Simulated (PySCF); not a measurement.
Compound: C5H3N.
Atom-mapped SMILES: `[CH2:1]=[C:2]=[C:3]=[CH:4][C:5]#[N:6]`

Computed with delta-SCF UKS SCAN, pcX-2 on the ionised atom, pcseg-1 elsewhere, spin-free X2C (PySCF). Vertical ΔSCF values, vacuum level as zero.

Some binding energies are withheld.

```json
{"atom(s)": "C1", "bonded to": "C (double bond) and 2 H", "level": "C 1s", "binding energy (eV)": "291.13"}
{"atom(s)": "C4", "bonded to": "C (double bond), C and H", "level": "C 1s", "binding energy (eV)": "?"}
{"atom(s)": "C5", "bonded to": "N (triple bond) and C", "level": "C 1s", "binding energy (eV)": "292.10"}
{"atom(s)": "N6", "bonded to": "C (triple bond)", "level": "N 1s", "binding energy (eV)": "?"}
```

Q: What is the N 1s binding energy of N6?

A: 404.66 eV (nitrile nitrogen).

Q: What is the C 1s binding energy of C4?

A: 292.01 eV (outer carbon of cumulated double bonds). The nearest listed C 1s value is that of C5; the shift against it is -0.09 eV.

Lowest listed C 1s: C1, bonded to C (double bond) and 2 H. Highest, 0.97 eV above it: C5, bonded to N (triple bond) and C. The widest gap between neighbouring values is 0.88 eV, between 291.13 and 292.01 eV. Summing the Pauling electronegativity differences to the bonded atoms, each weighted by its formal bond order, gives -0.70 for the lowest site and +1.47 for the highest; no listed site has a larger sum than the highest.

Q: Give the binding energy of C 1s of C5 in hartree and in kJ/mol.

A: 292.10 eV = 10.7345 Eh = 28183 kJ/mol.

The list is incomplete; no value stands for C 1s of C2, C3 (hole states with ⟨S²⟩ of 1 or more are left out). Isolated species at its PBE0-D3(BJ)/def2-SVP geometry, gas phase.
